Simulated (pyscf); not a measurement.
Single points on ωB97X-D3(BJ)/def2-SVP structures (PySCF, gas phase).

Q: How much does it cost (ΔH, 298 K, ωB97M-D3(BJ)/def2-TZVP) to split HO–Ti(I)(I)–I at its O–Ti bond into OH• + [I–Ti(I)–I]•?

A: O–Ti to OH• + [I–Ti(I)–I]•: 4.06 eV. The 7 functionals that were run give +3.84 (M06-2X) to +4.74 eV (PBE). The radicals are drawn with the spin at the cut bond; how far it spreads was not checked. Left out: the spin-orbit lowering of OH. Open-shell species with a d-block atom are single-reference here; other states, and whether the spin sits on metal or ligand, were not checked. Elements past Kr carry the def2 core potentials, without spin-orbit coupling.
